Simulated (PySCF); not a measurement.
Nitrogen: a sound run and one with changed settings

Sound run: N [He] 2s2 2p3, N⁺ [He] 2s2 2p2. Computed with PySCF 2.14 in pcseg-2 (4s3p2d1f, 30 functions), with the non-relativistic Hamiltonian (point nucleus). The sound run starts from symmetry-adapted Hartree-Fock orbitals and uses a fine grid where one is needed.

A second run was set up differently.

```csv
species,method,sound run (hartree),changed run (hartree),converged
N,UHF,-54.39880,-54.39361,no
N,LDA,-54.13165,-54.11583,no
N,BP86,-54.59254,-54.58051,no
N⁺,UHF,-53.88813,-53.88141,no
N⁺,LDA,-53.58015,-53.55438,no
N⁺,BP86,-54.05000,-54.02845,no
```

(1) What was changed?
A. a valence shell is frozen
B. all electrons correlated in a valence basis
C. angular grid far too coarse
D. too few SCF iterations

## Answers

(1) D. It used initial guess minao, at most 2 SCF cycles. The SCF was stopped early; the energies are upper bounds that still move, and correlated levels were skipped or rest on poor orbitals.
